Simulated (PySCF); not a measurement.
Gas-phase reaction: 2 B(OH)3 + 3 H2 = 2 B + 6 H2O

Computed with PySCF and rigid-rotor harmonic-oscillator thermochemistry at 1 bar. † marks an energy on the PBE0/def2-TZVP geometry and frequencies; other levels use their own. MP2 and CCSD(T) freeze the core. 6-31G* has spherical d functions here. Open shells (unrestricted): B (multiplicity 2); the rest are closed-shell singlets. Spin-orbit splitting is ignored; it lowers the true energy and changes the entropy of B. B3LYP is the form with VWN-RPA correlation. MP2 isn't extrapolated to the basis-set limit. CCSD(T) isn't extrapolated to the basis-set limit.

```json
[
 {"level": "B3LYP/def2-TZVP†", "ΔH°(298 K), kJ": "…"},
 {"level": "BLYP/def2-TZVP†", "ΔH°(298 K), kJ": "…"},
 {"level": "CCSD(T)/def2-TZVPP†", "ΔH°(298 K), kJ": "1672"},
 {"level": "HF/6-31G*", "ΔH°(298 K), kJ": "1695"},
 {"level": "M06-2X/def2-TZVP†", "ΔH°(298 K), kJ": "…"},
 {"level": "MP2/def2-SVP†", "ΔH°(298 K), kJ": "…"},
 {"level": "PBE0/def2-QZVP†", "ΔH°(298 K), kJ": "1725"},
 {"level": "ωB97M-V/def2-TZVP†", "ΔH°(298 K), kJ": "1775"},
 {"level": "ωB97X-V/def2-TZVP†", "ΔH°(298 K), kJ": "1764"}
]
```

What belongs in the gaps?


- B3LYP/def2-TZVP†, ΔH°(298 K), kJ: 1750
- BLYP/def2-TZVP†, ΔH°(298 K), kJ: 1728
- M06-2X/def2-TZVP†, ΔH°(298 K), kJ: 1817
- MP2/def2-SVP†, ΔH°(298 K), kJ: 1866
